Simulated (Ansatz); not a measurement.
# One shape, several levels: BCl2 (SMILES Cl[B]Cl)

Wanted: a comparison of 6 runs (UHF/STO-3G, USVWN5/STO-3G, RPA@PBE/STO-3G, UMP2/STO-3G, UBCCD(T)/STO-3G, UCCSD/STO-3G) of BCl2. 

Program for the calculation: Ansatz 0.2.0.

38 further runs of the same task are left out: 4 that didn't finish, 34 set aside as unsound or not needed.

### 1 The system as given

BCl2: 3 atoms, total charge 0, spin state doublet. SMILES: `Cl[B]Cl`. The B2–Cl1 distance was set to 2.579 Å, away from the relaxed value.

Bond lengths: B2–Cl3 1.720 Å. A long bond or contact: Cl1–B2 2.579 Å.

### 2 A single-point energy at UHF/STO-3G (run 1)

Contents of input.yaml:

```yaml
crystal:
  periodic: [false, false, false]
  atoms:
    - symbol: Cl
      position_ang: [0.789217, -2.263280, 0.173456]
    - symbol: B
      position_ang: [-0.463900, -0.050300, -0.256900]
    - symbol: Cl
      position_ang: [0.081500, 1.511100, 0.213700]
basis:
  gaussian:
    orbitals: STO-3G
magnetization:
  spin_polarized: true
  initial_magnetization: 1
hamiltonian:
  xc: hf
accuracy: high
```

Launch:

```
$ ansatz run input.yaml --threads 1 --pin off --max-ram 2610MiB --events-out events.jsonl --progress --plain --runs-dir runs
```

Output:

```text
Warning: RAYON_NUM_THREADS=1 ignored (pool sized by the plan → 1); use --threads N
Functional definition: HF
  name "HF"
  exchange = exact_x
  correlation = 0
390 factors; integrals over basis functions are off by at most 2.1e-8 eV
mean field evaluation 1: about -25394.9280 eV, gradient 1.5e1 eV
mean field evaluation 2: about -25394.9712 eV, gradient 1.5e1 eV
mean field evaluation 4: about -25399.0257 eV, gradient 2.9e0 eV
mean field evaluation 8: about -25399.6976 eV, gradient 2.2e-1 eV
mean field evaluation 16: about -25399.6902 eV, gradient 2.0e-8 eV
mean field evaluation 32: about -25398.7368 eV, gradient 8.3e-1 eV
mean field evaluation 64: about -25397.6451 eV, gradient 6.8e0 eV
mean field evaluation 96: about -25398.9543 eV, gradient 4.7e-2 eV
mean field evaluation 128: about -25395.5275 eV, gradient 3.3e0 eV
mean field evaluation 160: about -25398.4294 eV, gradient 2.1e-4 eV
mean field -25399.69018189 eV, -933.4213976563 hartree, gradient 2.0e-8 eV, S^2 1.007716; 6 other end points of the search recorded, 0 dependent functions left out
reference -25399.69018189 eV, -933.4213976563 hartree; 20, 19 occupied and 3, 4 virtual orbitals, 390 factors
Total energy: -25399.69018189 eV, -933.4213976563 hartree
```

Run time: 0.58 s. Hardware: 1 thread of Arm Neoverse V1, shared host.

### 3 A single-point energy at USVWN5/STO-3G (run 2)

Contents of molecule.yaml:

```yaml
crystal:
  periodic: [false, false, false]
  atoms:
    - {symbol: Cl, position_ang: [0.789217, -2.263280, 0.173456]}
    - {symbol: B, position_ang: [-0.463900, -0.050300, -0.256900]}
    - {symbol: Cl, position_ang: [0.081500, 1.511100, 0.213700]}
basis:
  gaussian:
    orbitals: STO-3G
magnetization:
  spin_polarized: true
  initial_magnetization: 1
hamiltonian:
  xc: {name: SVWN5}
accuracy: high
```

Launch:

```
$ ansatz run molecule.yaml --threads 1 --pin off --max-ram 2610MiB --events-out events.jsonl --progress --plain --runs-dir runs
```

Output:

```text
Warning: RAYON_NUM_THREADS=1 ignored (pool sized by the plan → 1); use --threads N
Functional definition: SVWN5
  name "SVWN5"
  exchange = slater_x
  correlation = vwn5_c
390 factors; integrals over basis functions are off by at most 2.1e-8 eV
mean field evaluation 1: about -25342.3143 eV, gradient 1.5e1 eV
mean field evaluation 2: about -25183.4442 eV, gradient 8.8e1 eV
mean field evaluation 4: about -25338.6931 eV, gradient 2.9e1 eV
mean field evaluation 8: about -25344.1783 eV, gradient 1.6e1 eV
mean field evaluation 16: about -25346.2360 eV, gradient 2.4e-7 eV
mean field evaluation 32: about -25346.2228 eV, gradient 5.4e-1 eV
mean field -25346.23595753 eV, -931.4569911433 hartree, gradient 9.1e-9 eV, S^2 0.757786; 4 other end points of the search recorded, 0 dependent functions left out
reference -25346.23595912 eV, -931.4569912019 hartree; 20, 19 occupied and 3, 4 virtual orbitals, 390 factors
Total energy: -25346.23595912 eV, -931.4569912019 hartree
```

Run time: 2 s. Hardware: 1 thread of Arm Neoverse V1, shared host; peak memory 0.11 GiB.

Run 3 isn't shown in full; the table further down has it.

### 4 The energy at UMP2/STO-3G (run 4)

Contents of run.yaml:

```yaml
basis:
  gaussian:
    orbitals: STO-3G
crystal:
  periodic: [false, false, false]
  atoms:
    - symbol: Cl
      position_ang: [0.789217, -2.263280, 0.173456]
    - symbol: B
      position_ang: [-0.463900, -0.050300, -0.256900]
    - symbol: Cl
      position_ang: [0.081500, 1.511100, 0.213700]
magnetization:
  spin_polarized: true
  initial_magnetization: 1
correlation:
  method: mp2
  frozen_orbitals: {B: 1, Cl: 5}
accuracy: high
```

Launch:

```
$ ansatz run run.yaml --threads 1 --pin off --max-ram 2610MiB --events-out events.jsonl --progress --plain --runs-dir runs
```

Output, shortened:

```text
Warning: RAYON_NUM_THREADS=1 ignored (pool sized by the plan → 1); use --threads N
Functional definition: HF
  name "HF"
[...]
390 factors; integrals over basis functions are off by at most 2.1e-8 eV
[...]
mean field -25399.69018189 eV, -933.4213976563 hartree, gradient 2.0e-8 eV, S^2 1.007716; 15 other end points of the search recorded, 0 dependent functions left out
11 core orbitals not correlated: weight in the atoms' cores, before any rotation towards them, 1.000 or more for the frozen orbitals, at most 0.000 for the correlated occupied ones
reference -25399.69018189 eV, -933.4213976563 hartree; 9, 8 occupied and 3, 4 virtual orbitals, 390 factors
second order -0.93455533 eV of doubles, -0.00000000 eV of singles
Total energy: -25400.62473722 eV, -933.4557419311 hartree
```

Run time: 0.97 s. Hardware: 1 thread of Arm Neoverse V1, shared host.

Run 5 isn't shown in full; the table further down has it.

### 5 The energy at UCCSD/STO-3G (run 6)

Contents of in.yaml:

```yaml
basis:
  gaussian:
    orbitals: STO-3G
crystal:
  periodic: [false, false, false]
  atoms:
    - {symbol: Cl, position_ang: [0.789217, -2.263280, 0.173456]}
    - {symbol: B, position_ang: [-0.463900, -0.050300, -0.256900]}
    - {symbol: Cl, position_ang: [0.081500, 1.511100, 0.213700]}
magnetization:
  spin_polarized: true
  initial_magnetization: 1
correlation:
  method: ccsd
  frozen_orbitals: {B: 1, Cl: 5}
accuracy: high
scf:
  omitted_lower_state_checks: [cluster_reference, increment]
```

Launch:

```
$ ansatz run in.yaml --threads 1 --pin off --max-ram 2610MiB --events-out events.jsonl --progress --plain --runs-dir runs
```

Output:

```text
Warning: RAYON_NUM_THREADS=1 ignored (pool sized by the plan → 1); use --threads N
[... 17 lines left out ...]
11 core orbitals not correlated: weight in the atoms' cores, before any rotation towards them, 1.000 or more for the frozen orbitals, at most 0.000 for the correlated occupied ones
[... 40 lines left out ...]
Total energy: -25401.31869315 eV, -933.4812443410 hartree
Checks for a lower state left out: cluster_reference, increment
```

Wall time 1.2 s (1 thread of Arm Neoverse V1, shared host).

### 6 The series

| run | level | frozen core orbitals | energy (Eh) | ⟨S²⟩ | wall time |
| --- | --- | --- | --- | --- | --- |
| 1 | UHF/STO-3G | – | -933.421398 | 1.008 | 0.58 s |
| 2 | USVWN5/STO-3G | – | -931.456991 | 0.758 | 2 s |
| 3 | RPA@PBE/STO-3G | 11 | -933.529694 | 0.763 | 5.4 s |
| 4 | UMP2/STO-3G | 11 | -933.455742 | 1.008 | 0.97 s |
| 5 | UBCCD(T)/STO-3G | 11 | -933.483877 | 1.008 | 1.5 s |
| 6 | UCCSD/STO-3G | 11 | -933.481244 | 1.008 | 1.2 s |

### 7 Results

| quantity | value |
| --- | --- |
| run 6: total energy | -933.48124 Eh |
| run 6: correlation energy (11 core orbitals frozen) | -59.8 mEh |
| run 6: ⟨S²⟩ of the reference determinant | 1.008 |
| run 6: T1 diagnostic | 0.038 |

In words: Below the UHF energy at the same shape and in the same basis (STO-3G): UMP2 -34.3 mEh; UBCCD(T) -62.5 mEh; UCCSD -59.8 mEh. In runs 1, 2, 3, 4, 5, 6 the basis is minimal, so the values are rough. Spin contamination of the reference: run 1 ⟨S²⟩ = 1.01, run 4 ⟨S²⟩ = 1.01, run 5 ⟨S²⟩ = 1.01, run 6 ⟨S²⟩ = 1.01. All runs together took 12 s, the longest 5.4 s.
